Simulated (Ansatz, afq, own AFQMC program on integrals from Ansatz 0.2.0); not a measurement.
## Where AFQMC and coupled cluster stand for WO, singlet

| atom | x (Å) | y (Å) | z (Å) |
| --- | --- | --- | --- |
| W | 0.0000 | 0.0000 | 0.0000 |
| O | 0.0000 | 0.0000 | 1.4800 |

Basis def2-SVP with its core potentials. Noble-gas cores (and the filled d shells of Ga–Kr and In–Xe) are frozen. Integrals, coupled cluster, full CI and functionals: Ansatz 0.2.0; the random walks run on the same integrals in our own AFQMC program. The CISD trial takes its coefficients from CCSD amplitudes. Released means that phaseless walkers are propagated on without the constraint, phases kept. ± is one standard error of the sampling. No spin–orbit coupling. The metal's outer-core s and p shells are frozen, which shifts wave-function levels against functionals.

Determinant: RHF, the one that the program's search chose, which needn't be the lowest solution. The geometry is a point of a scan.

No full CI on the walks' own integrals is used here; CCSDT(Q) serves as the reference and is uncertain by about the last step of the cluster series.

Cautions: no spin-orbit coupling; outer-core shells of the metal frozen; higher spins were not checked; restricted determinant unstable towards unrestricted (UHF 742 meV lower, ⟨S²⟩ 1.00); CCSDT(Q) on the UHF determinant differs (790 meV lower), perhaps since the unrestricted series falls towards higher spin.

The T1 diagnostic is 0.0265 and the weight of the determinant in the CISD state is 0.852. The size of the correlated space is 12 electrons in 41 orbitals.

Reference: CCSDT(Q), correlation energy -9.388 eV. The released energy is read at 2.00 1/Eh, later times being too noisy (meV from the phaseless value at times in 1/Eh: -55 ± 32 at 0.60, -89 ± 38 at 1.20, 40 ± 52 at 2.00, -28 ± 68 at 3.00, -24 ± 81 at 4.20).

| level | E − E(reference) (kJ/mol) | share of correlation (%) |
| --- | --- | --- |
| HF | 905.8 | 0.00 |
| MP2 | 18.8 | 97.93 |
| CCSD | 45.3 | 95.00 |
| CCSD(T) | 4.3 | 99.53 |
| CCSDT | 2.9 | 99.68 |
| ph-AFQMC/CISD | 0.4 ± 2.5 | 99.95 |
| released AFQMC | 4.2 ± 5.0 | 99.53 |

A walk keeps the symmetry of its determinant, which the program's search chose and which needn't be the lowest solution, so a lower state of the same spin and another symmetry isn't excluded. Released energies are given only where the last usable release times agree within the noise; a slower fall can still hide under it.
